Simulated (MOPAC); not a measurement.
Input file for MOPAC: AM1 on H (SMILES [H]), 2S+1 = 2.

```
AM1 1SCF PRECISE CHARGE=0 UHF MS=0.5 THREADS=1
H

H      0.00000000 1     0.00000000 1     0.00000000 1
```

The log:

```
*******************************************************************************
 **                                                                           **
 **                              MOPAC v23.2.5                                **
 **                                                                           **
 *******************************************************************************
 ** MOPAC's Digital Object Identifier: https://doi.org/10.5281/zenodo.6511958 **
 **                                                                           **
 ** Please cite the open-source release paper for use of this MOPAC version:  **
 ** J. E. Moussa and J. J. P. Stewart (2026)                                  **
 ** MOPAC: An open-source semiempirical molecular orbital program             **
 ** J. Open Source Softw., 11(119), 8025, https://doi.org/10.21105/joss.08025 **
 *******************************************************************************

                              AM1 CALCULATION RESULTS

 *******************************************************************************
 *  AM1        - The AM1 Hamiltonian to be used
 *  UHF        - UNRESTRICTED HARTREE-FOCK CALCULATION
 *
 *
 *
 *                 CHARGE ON SYSTEM = 0
 *
 *
 *
 *  MS=        - IN MECI, MAGNETIC COMPONENT OF SPIN =  0.5
 *  PRECISE    - TIGHTER CRITERIA TO BE USED
 *  1SCF       - DO 1 SCF AND THEN STOP
 *  THREADS=1  - MULTI-THREADING NOT USED
 *  T=         - A TIME OF 172800.0 SECONDS REQUESTED
 *  DUMP=N     - RESTART FILE WRITTEN EVERY 7200.0 SECONDS REQUESTED
 *******************************************************************************
AM1 1SCF PRECISE CHARGE=0 UHF MS=0.5 THREADS=1
 H

   ATOM   CHEMICAL          X               Y               Z
  NUMBER   SYMBOL      (ANGSTROMS)     (ANGSTROMS)     (ANGSTROMS)

     1       H          0.00000000  *   0.00000000  *   0.00000000  *



          CARTESIAN COORDINATES

    NO.       ATOM           X           Y           Z

     1         H          0.0000      0.0000      0.0000

  H: (AM1): M.J.S. DEWAR ET AL, J. AM. CHEM. SOC. 107 3902-3909 (1985)

           Empirical Formula: H  =     1 atoms



      MOLECULAR POINT GROUP   :   R3


          UHF CALCULATION, NO. OF ALPHA ELECTRONS =    1
                           NO. OF BETA  ELECTRONS =    0

 -------------------------------------------------------------------------------
 AM1 1SCF PRECISE CHARGE=0 UHF MS=0.5 THREADS=1
 H



     1SCF WAS SPECIFIED, SO BFGS WAS NOT USED
     SCF FIELD WAS ACHIEVED


                              AM1 CALCULATION
                                                       MOPAC v23.2.5 Linux




          FINAL HEAT OF FORMATION =         52.10200 KCAL/MOL =     217.99477 KJ/MOL


          COSMO AREA              =         21.24 SQUARE ANGSTROMS
          COSMO VOLUME            =          9.20 CUBIC ANGSTROMS

          IONIZATION POTENTIAL    =         11.396427 EV
          ALPHA SOMO LUMO (EV)    =        -11.396
          NO. OF ALPHA ELECTRONS  =          1
          NO. OF BETA  ELECTRONS  =          0
          MOLECULAR WEIGHT        =          1.0079         POINT GROUP:  R3


          SCF CALCULATIONS        =          1





   ATOM   CHEMICAL          X               Y               Z
  NUMBER   SYMBOL      (ANGSTROMS)     (ANGSTROMS)     (ANGSTROMS)

     1       H          0.00000000  *   0.00000000  *   0.00000000  *

                             CARTESIAN COORDINATES

   1    H        0.000000000     0.000000000     0.000000000


           Empirical Formula: H  =     1 atoms



      MOLECULAR POINT GROUP   :   R3


          ALPHA EIGENVALUES
 -11.39643


           BETA EIGENVALUES
   1.45157


              NET ATOMIC CHARGES AND DIPOLE CONTRIBUTIONS

  ATOM NO.   TYPE          CHARGE      No. of ELECS.   s-Pop
    1          H           0.000000        1.0000     1.00000
 DIPOLE           X         Y         Z       TOTAL
 POINT-CHG.     0.000     0.000     0.000     0.000
 HYBRID         0.000     0.000     0.000     0.000
 SUM            0.000     0.000     0.000     0.000


          ATOMIC ORBITAL ELECTRON POPULATIONS

     Atom    s
    1  H   1.00000


                    (SZ)    =    0.500000
                    (S**2)  =    0.750000


          ATOMIC ORBITAL SPIN POPULATIONS

    Atom   Total    s
         Atomic
    1  H  1.0000  1.000

 **********************
 *                    *
 * JOB ENDED NORMALLY *
 *                    *
 **********************




 == MOPAC DONE ==
```

The run finished.

Cost: roughly 0.05 core-seconds.
